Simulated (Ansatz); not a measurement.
**Property card for Sc2Co**

The calculation used DFT PBEsol, scalar-relativistic, plane waves, PAW (Ansatz).

Plane waves to 420 eV, a k mesh through Γ of 8×8×8 on the computed 6-atom cell and Gaussian smearing (0.10 eV); no spin polarisation.

The structure is relaxed at this level of theory with its symmetry kept. Whether it is the stable form of this composition wasn't checked.

```xyz
6
Lattice="-3.1068 3.1068 2.7747 3.1068 -3.1068 2.7747 3.1068 3.1068 -2.7747" Properties=species:S:1:pos:R:3 pbc="T T T"
Sc    1.1071    4.2139    0.0000
Sc    1.9997    1.1071    0.0000
Sc    1.9997   -1.1071    2.7747
Sc    1.1071    1.9997    2.7747
Co    0.0000    0.0000    1.3874
Co    0.0000    0.0000    4.1621
```

Question: Formation energy from the elements' standard states (uncorrected)?

Answer: -0.257 eV/atom.

Question: Density of states at the Fermi level?

Answer: 7.55 states/eV per cell.

Question: Löwdin character within 0.5 eV of the Fermi level?

Answer: Sc 3d 69 %, Co 3d 14 %, unprojected 8 %.

Question: Bulk modulus?

Answer: 93 GPa.

Question: Its pressure derivative?

Answer: 3.7.

Question: Bader charges (e)?

Answer: Sc (4 in the cell) 0.99, Co (2 in the cell) -1.99.

Spin polarisation was left out, and a magnetic state may lie lower.

A ferromagnetic start lost its moments in a first run, so spin was left out; other magnetic orders weren't tried.

Cost: 6 runs of about 9.3 core-minutes in all, on Arm Neoverse V1 (shared hosts).